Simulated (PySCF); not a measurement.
One molecule, many functionals

Species: C4H5N.
Atom-mapped SMILES: `[cH:1]1[cH:2][cH:3][nH:4][cH:5]1` (hydrogens: H6 on C1; H7 on C2; H8 on C3; H9 on N4; H10 on C5)

Linear-response calculations in the def2-SVPD basis (PySCF; singlets by full response, triplets Tamm–Dancoff, core orbitals frozen in the response; HF means time-dependent Hartree–Fock). 'Strongest' is the level of largest summed f among the singlets computed (10 roots, of which the last may lack a degenerate partner); it can jump between rows when another state enters that window. S1 is the lowest singlet of each run and needn't be the same state throughout; f(S1) is that of one state. Isolated species at its PBE0-D3(BJ)/def2-SVP geometry, gas phase.

```tsv
functional	kind	S1 (eV)	f(S1)	strongest (eV)	T1 (eV)	HOMO (eV)	gap (eV)	ionisation energy, ΔSCF (eV)
LDA	LDA	5.38	0.000	6.45	4.61	-5.33	5.12	8.60
PBE	GGA	5.22	0.000	6.43	4.42	-5.13	5.14	8.31
B3LYP	global hybrid, 20% exact exchange	5.45	0.000	6.46	4.36	-5.94	6.44	8.29
BHandHLYP	global hybrid, 50% exact exchange	5.87	0.000	6.54	4.23	-6.97	8.29	8.05
CAM-B3LYP	range-separated hybrid	5.86	0.000	6.52	4.33	-7.40	8.88	8.30
wB97X-D	range-separated hybrid	6.20	0.000	8.10	4.45	-7.95	10.45	8.27
LC-wPBE	range-separated hybrid	6.64	0.157	8.23	4.25	-8.73	11.31	8.35
HF	Hartree–Fock	6.26	0.000	8.39	3.78	-8.13	11.00	not settled
```

Question: What does PBE0 (global hybrid, 25% exact exchange) give?

Answer: S1 (eV) 5.74, f(S1) 0.000, strongest (eV) 6.56, T1 (eV) 4.34, HOMO (eV) -6.14, gap (eV) 6.98, ionisation energy, ΔSCF (eV) 8.26. S1 runs from 5.22 eV (PBE) to 6.64 eV (LC-wPBE), a spread of 1.42 eV, while the orbital gap spreads over 6.2 eV. Along PBE (0%), B3LYP (20%), PBE0 (25%), BHandHLYP (50%), HF (100%) S1 rises with the share of exact exchange. −ε(HOMO) comes closest to its own ΔSCF ionisation energy with wB97X-D (-0.31 eV) and misses most with LDA (-3.27 eV). The lowest singlet of a reference set is 1A2(π→3s) at 5.23 eV (computed, theoretical best estimate (aug-cc-pVTZ), revised with CC4, gas; Loos, Lipparini, Matthews, Blondel, Jacquemin, revising reference values with EOM-CC4 (2022), arXiv:2204.11658). The lowest computed singlet differs from it by PBE -0.01, LDA +0.15, B3LYP +0.22, PBE0 +0.51, CAM-B3LYP +0.63, BHandHLYP +0.64, wB97X-D +0.97, HF +1.03, LC-wPBE +1.41 eV; geometry and basis of the reference needn't be the same. The lowest triplet of a reference set is 3B2(π→π*) at 4.51 eV (computed, theoretical best estimate (aug-cc-pVTZ, frozen core, CC3 geometry), gas; Veril, Scemama, Caffarel, Lipparini, Boggio-Pasqua, Jacquemin, Loos, WIREs Comput. Mol. Sci. 2021, 11, e1517 (QUESTDB)). The lowest computed triplet differs from it by wB97X-D -0.06, PBE -0.09, LDA +0.10, B3LYP -0.15, PBE0 -0.17, CAM-B3LYP -0.18, LC-wPBE -0.26, BHandHLYP -0.28, HF -0.73 eV; geometry and basis of the reference needn't be the same. 'Not settled' means that the ion's SCF failed to converge or may have ended in another state than the lowest.
